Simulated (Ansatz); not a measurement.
Relaxation of FH₂SSi (5 atoms, charge 1, multiplicity 1), to a largest force component of 0.02 eV/Å in at most 50 steps.

Computed with RKS PBE-D4/def2-SVP (Ansatz).

```xyz
5
Properties=species:S:1:pos:R:3:forces:R:3
F -1.901 0.276 0.328 -1.41 1.53 0.86
Si -0.486 -0.268 -0.074 -0.61 -4.89 -2.23
S 0.969 1.112 0.419 -1.21 1.35 0.75
H 0.280 2.164 0.989 1.60 1.31 0.45
H 2.056 0.447 -0.009 1.63 0.71 0.17
```

Where does it end, and by what steps?

The forces met the threshold. Limits of this set-up: the dipole of an ion depends on the origin. After 13 steps the energy has fallen by 2.571 eV; S3 moved furthest, 0.61 Å.

```tsv
step	energy less start (eV)	largest force component (eV/Å)	accepted
0	0.0000	4.893	yes
1	-1.1645	1.803	yes
2	-1.8711	1.167	yes
3	-2.1022	1.486	yes
4	-2.1527	0.440	yes
5	-2.2867	0.836	yes
6	-2.4274	1.016	yes
7	-2.4984	1.439	yes
8	-2.5507	0.443	yes
9	-2.5664	0.073	yes
10	-2.5673	0.051	yes
11	-2.5703	0.116	yes
12	-2.5709	0.023	yes
13	-2.5710	0.016	yes
```

```xyz
5
Properties=species:S:1:pos:R:3
F -1.903 0.338 0.441
Si -0.716 -0.615 -0.097
S 0.953 1.354 -0.141
H 0.555 1.936 1.034
H 2.029 0.718 0.416
```

Whether the end is a true minimum wasn't checked by a vibrational analysis.

Run time: 14 s on 1 thread of AMD EPYC 7R13 Processor (Zen 3), on a shared host, peak memory 0.14 GiB.
